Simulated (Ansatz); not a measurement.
# doublet F2(+): levels of theory in one basis

```xyz
2

F     0.0000    0.0000    0.0000
F     0.0000    0.0000    1.1900
```

Basis set: def2-SVP (spherical functions). Correlated methods keep 2 orbitals frozen. Correlation on ROHF uses semicanonical orbitals with singles. Charge 1, multiplicity 2.

Computed with Ansatz (development build ahead of 0.2.0); each method stands on the lowest determinant of its kind that the runs found.

```tsv
method	E − E(ROHF) (eV)	<S²> of the determinant
ROHF	0.00	0.75
UHF	-0.24	0.76
ROHF-MP2	-10.14	–
UHF-MP2	-10.34	0.76
```

Question: Is a single determinant a sound starting point here?

Answer: By this sign, yes. Unrestricted orbitals gain 0.24 eV and <S²> is 0.76 against 0.75 for a pure state.

Caution for ROHF-MP2, UHF-MP2: forces differ strongly between restricted and unrestricted references; MP2 on this radical cation hangs on the determinant chosen.
